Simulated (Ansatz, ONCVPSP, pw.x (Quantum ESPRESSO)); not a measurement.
**From atom to crystal: ONCV potential for hydrogen**

* Element: hydrogen
* Generator: ONCVPSP 4.0.1
* Type: optimised norm-conserving Vanderbilt (ONCV)
* Functional: LDA (Perdew-Wang 92)
* Relativity: scalar-relativistic
* Frozen core: none
* Valence charge: 1
* Reference configuration: 1s1
* Partial waves: 1s: rc 1.50 bohr, ncon 4, nbas 8, qcut 6.9 1/bohr, 2 projectors, debl 0.8 Ha; p scattering state at 0.24 Ha: rc 1.20 bohr, ncon 3, nbas 7, qcut 7.9 1/bohr, 2 projectors, debl 0.4 Ha
* Local potential: polynomial inside 1.10 bohr (lpopt 2, dvloc0 3 Ha)
* Core correction: none

Crystal test: bcc H in pw.x 7.5, no spin, 18³ k-points, Fermi–Dirac smearing 0.01 Ry, cutoffs 40/160 Ry. The reference is all-electron LAPW (Ansatz 0.2.0) with the same functional, mesh and smearing; V0 and B0 come from Birch–Murnaghan fits to the pressures at five volumes. Errors are pseudo minus all-electron; Δ is the rms difference of the E(V) curves that follow from these fits, minima aligned, over ±6 % about the mean V0. Mesh and smearing are coarse, so the numbers serve the comparison and aren't converged zero-temperature values; the lattice is a test structure that the element need not adopt.

```
V (Å³/atom)  P all-electron (GPa)  P pseudo (GPa)
      2.825                  3.54            6.25
      2.900                  0.40            2.88
      2.974                 -2.42           -0.15
      3.048                 -4.95           -2.87
      3.123                 -7.22           -5.31
```

All-electron: a0 = 1.799 Å (V0 = 2.91 Å³/atom), B0 = 114.6 GPa.

Pseudopotential: mean pressure error (GPa): +2.29; a0 (Å): 1.811; a0 error (%): +0.69; B0 error (%): +0.5; Δ (meV/atom): 1.5. This is a poor potential for the solid.

Question: At the middle volume, how do free energy and pressure move when the wave cutoff is lowered (ecutrho kept at four times it)?

Answer:

```json
{"cutoff (Ry)": "18", "shift of F (meV/atom)": "+100.6", "shift of P (GPa)": "-10.19"}
{"cutoff (Ry)": "24", "shift of F (meV/atom)": "+28.8", "shift of P (GPa)": "-4.48"}
{"cutoff (Ry)": "32", "shift of F (meV/atom)": "+3.4", "shift of P (GPa)": "-0.83"}
```

The run at the middle volume (195 k-points, 3 iterations) took about 2 s on one core of a shared host (Intel(R) Xeon(R) Processor @ 2.60GHz, 24 threads, 31 GiB, load 12).
